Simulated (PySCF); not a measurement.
Reaction (SMILES): [C-]#[NH+] (C-NH) + 3 [H][H] (H2) → C (CH4) + N (NH3)
B3LYP-D3(BJ)/def2-TZVP geometries, fixed; electronic energies without zero-point terms.
Largest species:
```
C
H 1 1.0892
H 1 1.0892 2 109.47
H 1 1.0892 2 109.47 3 120.00
H 1 1.0892 2 109.47 3 -120.00
```
Charge 0, spin multiplicity 1.

Effect of the auxiliary basis of density fitting at PBE0/aug-cc-pVTZ with PySCF, against the last row, where the energy of full hydrogenation is -102.35 kcal/mol.

```
setting                                fitting functions, largest species  largest shift of a total energy (mEh)  shift of the energy of full hydrogenation (kcal/mol)
-------------------------------------  ----------------------------------  -------------------------------------  ----------------------------------------------------
density fitting: autoaux                                              545                                 -0.001                                                -0.001
density fitting: def2-universal-jkfit                                 147                                 -0.043                                                -0.011
density fitting: cc-pvtz-jkfit                                        199                                  0.015                                                -0.021
density fitting: cc-pvqz-jkfit                                        310                                 -0.007                                                -0.002
density fitting: none                                                   -                                  0.000                                                 0.000
```

Within 0.02 kcal/mol in the energy of full hydrogenation: density fitting: autoaux; density fitting: def2-universal-jkfit; density fitting: cc-pvqz-jkfit. The largest shift is 0.043 mEh in a total energy and 0.021 kcal/mol in the difference.
